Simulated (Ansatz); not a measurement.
This geometry of ClH3Si + H3N (9 atoms, charge 0, multiplicity 1) is a first-order saddle point.

These are results of RKS BLYP/def2-SVP (Ansatz 0.2.0), not measurements.

```xyz
9
Properties=species:S:1:pos:R:3
Si -0.280 0.104 -0.095
Cl 0.254 0.700 2.463
H 0.773 -0.927 0.098
H 0.023 1.544 -0.315
H -0.947 -0.313 -1.403
N -1.887 -0.254 0.940
H -2.267 -1.208 0.815
H -2.646 0.420 0.747
H -1.473 -0.067 1.922
```

(1) Which two structures does it join? (They come from a converged band through this point; their orientation in space is the band's.)

(2) How far does it lie above each of them?

Answers

(1) Bonds broken: Si1–Cl2, N6–H9. Bonds formed: Si1–N6, Cl2–H9. ClH3Si + H3N becomes ClH + H5NSi.

Initial state:

```xyz
9
Properties=species:S:1:pos:R:3
Si 0.458 0.027 -0.053
Cl 0.660 -0.119 2.043
H 1.865 0.036 -0.580
H -0.193 1.314 -0.433
H -0.240 -1.172 -0.600
N -2.528 -0.002 0.994
H -3.266 -0.671 0.727
H -3.014 0.893 1.157
H -2.192 -0.305 1.920
```

Final state:

```xyz
9
Properties=species:S:1:pos:R:3
Si -0.426 0.027 -0.463
Cl -0.398 0.389 3.495
H 0.633 -0.962 -0.096
H 0.057 1.435 -0.324
H -0.832 -0.207 -1.893
N -1.755 -0.180 0.710
H -2.152 -1.126 0.778
H -2.535 0.487 0.629
H -1.042 0.136 2.338
```

(2) 0.72 eV above the first and 0.45 eV above the second. This is the barrier of this one path; another mechanism may lie lower. The orbitals stay closed-shell, which can raise the energy where a bond breaks towards radicals; this wasn't checked here.

Time of the run: 6.3 min on 1 thread of Arm Neoverse V1 (shared host), peak memory 0.094 GiB.
